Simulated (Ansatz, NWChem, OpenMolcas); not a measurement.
**Errors in the atomisation enthalpy at 298 K**

6 molecules of light elements (H to F); the atomisation enthalpy at 298 K in kJ/mol, computed less measured. Shapes, held fixed at every level: PBE0-D4/def2-TZVP. Flexible molecules stand in one conformer, not always the lowest. Thermal terms are harmonic and unscaled (PBE0-D4/def2-TZVP); the spin-orbit lowering of the free atoms is taken from their spectra. Programs: Ansatz 0.2.0, NWChem 7.3.0, OpenMolcas 26.06. Measured values: Active Thermochemical Tables, CRC Handbook of Chemistry and Physics, NIST-JANAF tables.

Levels: A = HF/3-21G; B = r2SCAN-D4/def2-TZVPP; C = B3LYP/cc-pVDZ; D = CAM-B3LYP/cc-pVDZ.

| molecule | from tabulated heats | A | B | C | D |
| --- | --- | --- | --- | --- | --- |
| C2F3N (cyanotrifluoromethane) | 2640 | -1261 | +9 | -50 | -12 |
| C2H6O (ethanol) | 3226 | -1062 | -6 | -77 | -52 |
| C3H6 (propene) | 3438 | -972 | +1 | -67 | -50 |
| CH6N2 (methylhydrazine) | 2875 | -1230 | -23 | -56 | -38 |
| C3H7F (2-fluoropropane) | 4049 | -1169 | +24 | -63 | -26 |
| C3H8O (SMILES CCCO) | 4399 | -1386 | -4 | -103 | -66 |

(1) Which level does best on this set, which worst, and which err to one side?

Answers

(1) 
```
               level                    kind  mean error  mean absolute error  worst case
            HF/3-21G            Hartree–Fock     -1180.0               1180.0       C3H8O
r2SCAN-D4/def2-TZVPP                meta-GGA        +0.2                 11.2       C3H7F
       B3LYP/cc-pVDZ           global hybrid       -69.3                 69.3       C3H8O
   CAM-B3LYP/cc-pVDZ  range-separated hybrid       -40.7                 40.7       C3H8O
```

On this set r2SCAN-D4/def2-TZVPP has the smallest mean absolute error and HF/3-21G the largest. HF/3-21G is too low in 6 of 6; B3LYP/cc-pVDZ is too low in 6 of 6; CAM-B3LYP/cc-pVDZ is too low in 6 of 6. The heats of C2F3N come from older tables and can be uncertain by 10 kJ/mol or more. The tabulated value of C3H7F is in doubt (older tables, estimates, or at odds with other calculations) and kept here. Over the 5 molecules whose values aren't doubted the mean absolute errors are A 1182.2; B 8.6; C 70.6; D 43.6. Hartree–Fock lacks correlation and underbinds. Rows in very small basis sets show the basis more than the method. The set is small.
